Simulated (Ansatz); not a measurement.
A made-up structure of C₂HSi, doublet:

C1  (-0.158, -0.202, 1.210)
C2  (0.907, -0.650, 0.704)
Si3  (0.117, 0.587, -0.409)
H4  (-0.706, -0.275, 2.114)
(Å)

It is relaxed with PBE-D4/def2-SVP and then PBE0-D4/def2-TZVP (Ansatz 0.2.0). Atoms count as bonded within 1.22 times the sum of their covalent radii (H–H: 0.88 Å). The end point is not checked to be a true minimum.

(1) Does its bonding change? (A judgement: the text doesn't fix the answer.)

Answers

(1) The calculation gives: No: no bond forms or breaks.

Where it ends: The first stage lowers the energy by 0.28 eV in 6 steps. It ends as C₂HSi ([C]1[CH][Si]1):
```csv
atom,x (Å),y (Å),z (Å)
C1,-0.1260,-0.2199,1.2588
C2,0.9431,-0.6554,0.6539
Si3,0.1118,0.5914,-0.4224
H4,-0.7675,-0.2560,2.1286
```

Labels in which every atom is bracketed show which atoms are joined, not bond orders.

For scale, one of the runs: PBE0-D4/def2-TZVP relaxation, 105 basis functions, launched by `ansatz run in.yaml --threads 2 --pin off --events-out ev --progress --plain --max-ram 4352MiB`. Hardware: 2 CPU threads of an Arm Neoverse V1, shared host. Wall time about 13 s.
